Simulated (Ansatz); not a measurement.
# CH5SSi− (SMILES CS[SiH2-]): single points off equilibrium

Aim: energy, forces and dipole at a frame of a short trajectory, from several density functionals.

Computed with Ansatz 0.2.0, Gaussian basis. Level: single points in def2-TZVPPD.

2 further runs of the same task are left out: 2 that didn't finish.

## 1. Where the work starts

SMILES `CS[SiH2-]`, 8 atoms, charge -1, spin multiplicity 1.

Atoms are counted from 1 here; the program's logs count them from 0.

Bond lengths: C1–S2 1.799 Å, C1–H4 1.103 Å, C1–H5 1.075 Å, C1–H6 1.078 Å, S2–Si3 2.285 Å, Si3–H7 1.593 Å, Si3–H8 1.649 Å. Angles: S2–C1–H4 114.4°, S2–C1–H5 107.5°, S2–C1–H6 109.2°, H4–C1–H5 108.8°, H4–C1–H6 108.4°, H5–C1–H6 108.4°, C1–S2–Si3 94.4°, S2–Si3–H7 96.1°, S2–Si3–H8 99.6°, H7–Si3–H8 95.4°.

Geometry (Å):

```xyz
8
charge -1, multiplicity 1
C    -0.8295    1.0367   -0.2898
S     0.2134    0.4721    1.0624
Si    1.1643   -1.2205   -0.1421
H    -1.6199    0.3256   -0.5822
H    -0.1929    1.2145   -1.1373
H    -1.2955    1.9689   -0.0128
H     2.3141   -1.5519    0.9100
H     0.1787   -2.4635    0.3075
```

## 2. PBE-D4/def2-TZVPPD

Input file run/in.yaml:

```yaml
crystal:
  periodic: [false, false, false]
  atoms:
    - {symbol: C, position_ang: [-0.829471, 1.036686, -0.289803]}
    - {symbol: S, position_ang: [0.213445, 0.472138, 1.062371]}
    - {symbol: Si, position_ang: [1.164338, -1.220548, -0.142098]}
    - {symbol: H, position_ang: [-1.619936, 0.325555, -0.582214]}
    - {symbol: H, position_ang: [-0.192944, 1.214461, -1.137255]}
    - {symbol: H, position_ang: [-1.295543, 1.968853, -0.012816]}
    - {symbol: H, position_ang: [2.314073, -1.551934, 0.910011]}
    - {symbol: H, position_ang: [0.178674, -2.463530, 0.307503]}
basis:
  gaussian: {orbitals: "def2-TZVPPD.json"}
total_charge: -1
hamiltonian: {xc: pbe, dispersion: d4}
output: {forces: true}
```

The basis file named in the input lies beside it (Basis Set Exchange, JSON).

Run with:

```console
> ansatz run in.yaml --threads 2 --pin off --events-out ev --progress --plain --max-ram 3481MiB
```

## 3. r2SCAN-D4/def2-TZVPPD

Edit run/in.yaml of step 2 so:

```diff
@@ -14,3 +14,3 @@
 total_charge: -1
-hamiltonian: {xc: pbe, dispersion: d4}
+hamiltonian: {xc: r2scan, dispersion: d4}
 output: {forces: true}
```

## 4. PBE0-D4/def2-TZVPPD

Edit run/in.yaml of step 3 so:

```diff
@@ -14,3 +14,3 @@
 total_charge: -1
-hamiltonian: {xc: r2scan, dispersion: d4}
-output: {forces: true}
+hamiltonian: {xc: pbe0, dispersion: d4}
+output: {forces: true, orbitals: {seedname: orbitals}}
```

## 5. wB97M-V/def2-TZVPPD

Edit run/in.yaml of step 4 so:

```diff
@@ -14,3 +14,3 @@
 total_charge: -1
-hamiltonian: {xc: pbe0, dispersion: d4}
-output: {forces: true, orbitals: {seedname: orbitals}}
+hamiltonian: {xc: {name: wB97M-V}}
+output: {forces: true}
```

(Steps that only read results are left out.)

**Question.** What will these runs give? Wanted: RMS force component; HOMO and LUMO, PBE0-D4.

**Answer**, as computed:

```
              quantity                                 value
   RMS force component  0.405 to 0.435 eV/Å over the methods
HOMO and LUMO, PBE0-D4                     -0.34 and 3.50 eV
```

No sound CCSD(T) forces are at hand. Among the functionals the RMS force differs by up to 8 %.
